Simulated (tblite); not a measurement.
Input of a run (GFN2-xTB geometry optimisation, gas phase (tblite 0.8.0)), started from a force field or distance geometry:
```
{"job": {"kind": "relax", "xc": "GFN2-xTB", "basis": "xTB"}, "charge": 0, "multiplicity": 1}
C     -1.541700    -0.021600     0.045100
C     -0.130300    -0.438000    -0.001600
C      0.851000     0.487000     0.007300
C      2.214100     0.071500    -0.041300
P      3.683200    -0.408500    -0.087800
H     -1.734600     0.898000    -0.567400
H     -2.184700    -0.800100    -0.463100
H     -1.907400     0.160900     1.069300
H      0.161000    -1.488800    -0.015100
H      0.598400     1.544300     0.032000
```

Output (eV, eV/Å):
```
step      E/eV     max force
  0    -368.32646    2.106
  1    -368.38872    2.210
  2    -368.43225    0.440
  3    -368.44388    0.298
  4    -368.45524    0.216
  5    -368.45874    0.189
  6    -368.46163    0.158
  7    -368.46366    0.133
  8    -368.46464    0.086
  9    -368.46535    0.084
 10    -368.46637    0.116
 11    -368.46757    0.120
 12    -368.46870    0.103
 13    -368.46954    0.110
 14    -368.47025    0.094
 15    -368.47095    0.097
 16    -368.47151    0.073
 17    -368.47189    0.056
 18    -368.47220    0.054
 19    -368.47262    0.073
 20    -368.47321    0.086
 21    -368.47397    0.099
 22    -368.47489    0.113
 23    -368.47612    0.135
 24    -368.47787    0.156
 25    -368.47981    0.137
 26    -368.48137    0.110
 27    -368.48257    0.098
 28    -368.48361    0.124
 29    -368.48485    0.167
 30    -368.48627    0.145
 31    -368.48752    0.084
 32    -368.48824    0.071
 33    -368.48865    0.062
 34    -368.48933    0.061
 35    -368.48976    0.047
 36    -368.49012    0.061
 37    -368.49053    0.069
 38    -368.49130    0.098
 39    -368.49248    0.126
 40    -368.49381    0.144
 41    -368.49487    0.097
 42    -368.49554    0.101
 43    -368.49636    0.117
 44    -368.49759    0.095
 45    -368.49861    0.086
 46    -368.49913    0.078
 47    -368.49938    0.048
 48    -368.49959    0.035
 49    -368.49990    0.028
 50    -368.50001    0.019
 51    -368.50006    0.013
 52    -368.50007    0.011
 53    -368.50009    0.009
```

**Question.** Summarise the run.

**Answer.** The energy falls by 4.0 kcal/mol over 53 L-BFGS steps, the largest force on an atom goes from 2.11 to 0.009 eV/Å, and the atoms move by 0.274 Å rms after alignment. The bond that changes most is C1–H7 (allylic carbon to methyl hydrogen), which shortens by 0.040 Å. Bonds longer at the end by more than 0.005 Å: 2 of 9; shorter: 6. Among the angles that change most is H6–C1–H7, from 102.8° to 108.9°. Among the dihedrals that turn most is H6–C1–C2–C3, from 39° to 0°. The energy never rose by more than 1e-5 eV on the way. The first step brought 36 % of the lowering.

**Question.** What are the final bond lengths?

**Answer.** C1–C2 1.487 Å, C2=C3 1.339 Å, C3–C4 1.393 Å, C4≡P5 1.560 Å, C1–H6 1.088 Å, C1–H7 1.091 Å, C1–H8 1.091 Å, C2–H9 1.083 Å, C3–H10 1.086 Å. Numbering counts from 1 in the input's order; the species is `C/C=C/C#P`.

Its GFN2-xTB frequencies are all real (lowest 114 cm⁻¹). 2 starts were optimised and ended at 0.00 and 1.12 kcal/mol (GFN2-xTB); the lowest of these is shown.

All values are computed, not measured.
